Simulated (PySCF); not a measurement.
# How far each method lies from full CI for AlN⁺, doublet

Geometry: that of the AlN, singlet, kept fixed.

| atom | x (Å) | y (Å) | z (Å) |
| --- | --- | --- | --- |
| Al | 0.0000 | 0.0000 | 0.0000 |
| N | 0.0000 | 0.0000 | 1.6681 |

Basis 6-31G; PySCF 2.14.0. Correlated methods freeze the noble-gas cores, which leaves 7 electrons in 16 orbitals. Prefix R: restricted or restricted open-shell reference.

Full CI is exact within this basis and frozen core; it isn't the basis-set limit.

* UHF ⟨S²⟩: 1.779
* ⟨S²⟩ of the determinant under UCCSD: 0.767
* T1 diagnostic (ROHF- or RHF-based CCSD): 0.0977
* largest doubles amplitude (ROHF- or RHF-based CCSD): 0.294

**Question.** From what is known of these methods and the diagnostics, rank them by the size of their error in total energy against full CI in 6-31G, smallest first (an estimate: the text doesn't fix the numbers).
A. RMP2
B. RCCSDT
C. RCCSD(T)
D. RCCSD
E. RHF

**Answer.** B (20 meV), C (47 meV), D (295 meV), A (1283 meV), E (4782 meV).

All errors are against full CI in 6-31G. With T1 at 0.098 and a doubles amplitude of 0.29 one determinant is a poor start. Within each family the higher level lies nearer, as is usual though not guaranteed.

The full-CI state has the irrep B2 of C2v, in the program's axes (one component, if the state is degenerate).

Natural occupations of full CI about the gap: 1.978 1.903 1.665 0.983 0.319 0.091 0.023 0.017 0.007 0.006; effectively unpaired electrons, Σ n²(2−n)², 1.67.
